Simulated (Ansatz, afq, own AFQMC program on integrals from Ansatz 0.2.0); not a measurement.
Integrals from Ansatz 0.2.0, then the random walk in our own AFQMC program (afq).

```yaml
crystal:
  periodic: [false, false, false]
  atoms:
    - {symbol: Al, position_ang: [0.000000, 0.000000, 0.260200]}
    - {symbol: P, position_ang: [0.000000, 0.000000, -2.101800]}
    - {symbol: H, position_ang: [0.000000, 0.000000, 1.841600]}
basis:
  gaussian: {orbitals: 6-31G}
magnetization: {spin_polarized: true, initial_magnetization: 1}
correlation: {method: ccsd_t, electrons: outside_noble_gas, hamiltonian_folder: ham}
```

```sh
$ ansatz run in.yaml --threads 1 --pin off --events-out ev --progress --plain --max-ram 24576MiB --backend cuda --devices 0, --max-vram 18GiB
```

Options of the walk:

```
--method phaseless --trial cisd --walkers 4000 --populations 20 --least-time 60 --time-step 0.005 --steps-per-block 50 --equilibration-blocks 28 --max-blocks 4000 --target-error 0.00018 --factor-cut 1e-05 --start spin_pure --seed 1456 --release-times 0.24,0.51,0.99,1.62,2.4 --release-step 0.03 --release-every 3 --taylor-order 6
```

Times are imaginary, in 1/Eh. The walk had a cap of 122 s. With eight or more populations the least sampling time is a fifth of least-time, and the error comes from their spread.

Log:

```
orbitals 18  electrons 5 4  factors 103 of 310
reference energy -583.11072041 Eh
CCSD correlation -0.09559305 Eh in 16 cycles, weight of the determinant in the CISD state 0.7493
energy of the start -583.193967 Eh
 block  time / (1/Eh)  mean weight  energy / Eh
     1     0.250  1.0001  -583.197100
     2     0.500  1.0001  -583.199770
     3     0.750  1.0001  -583.201820
     4     1.000  1.0001  -583.203470
     5     1.250  1.0000  -583.205018
    10     2.500  0.9998  -583.208951
    15     3.750  1.0000  -583.209811
    20     5.000  1.0001  -583.211598
    25     6.250  1.0000  -583.211521
    30     7.500  0.9999  -583.211152
    35     8.750  1.0000  -583.211155
    40    10.000  0.9999  -583.210561
    45    11.250  1.0000  -583.211775
    50    12.500  1.0000  -583.210999
    55    13.750  1.0000  -583.211265
    57    14.250  1.0000  -583.212014
    60    15.000  0.9999  -583.211154
    65    16.250  1.0001  -583.211293
    70    17.500  1.0001  -583.210189
    75    18.750  0.9998  -583.211079
    78    19.500  1.0001  -583.211561
error from the spread of 20 populations
released: time / (1/Eh)  energy / Eh  error  mean overlap
  0.24  -583.211263  0.000104  1.0006
  0.51  -583.211395  0.000092  1.0007
  0.99  -583.211533  0.000101  0.9998
  1.62  -583.211505  0.000088  1.0032
  2.40  -583.211609  0.000089  1.0054
energy -583.211158 +/- 0.000121 Eh
(rows thinned)
```

The run passed its tests (sampling time, drift between the halves within three errors, error under three times the target), which doesn't prove that it has relaxed.

Against this walk (error 3.3 meV) on the same determinant: CCSD(T) 43.9 meV higher, CCSDT(Q) 27.3 meV lower, CCSDTQ 21.0 meV lower, full CI 20.9 meV lower. The error is statistical and leaves out the bias of the constraint. The determinant has ⟨S²⟩ = 1.29, so the low cluster orders mix in higher spin, while the walk starts as a pure doublet. Released to 2.40 1/Eh the energy lies 12 ± 4 meV (both errors) below the phaseless value, which shows part or all of the bias of the constraint, and full CI lies 8.7 meV below the released value. Full CI is exact here, so the walk's 21 meV above it is the walk's own error: the bias of the constraint with this trial. The determinant is a poor start (see the cautions), so the low cluster orders aren't to be relied on, and full CI is the sure value.

Cautions: constraint bias not in the error; strong correlation (T1 0.091, weight of the determinant 0.75, largest double 0.16); unrestricted determinant spin contaminated (⟨S²⟩ 1.29 against 0.75).

The walk took 18 s on 1 × NVIDIA H100 80GB HBM3 with 2 threads of AMD EPYC 7R13 Processor (Zen 3), with other jobs on the host (the card was shared). The log's last line is the phaseless energy.

CCSDT and higher add their correlation energy to the determinant of the CCSD(T) run, since their own runs factorise the integrals more tightly (a shift of under 2 meV). A walk keeps the symmetry of its determinant, which the program's search chose and which needn't be the lowest solution, so a lower state of the same spin and another symmetry isn't excluded.
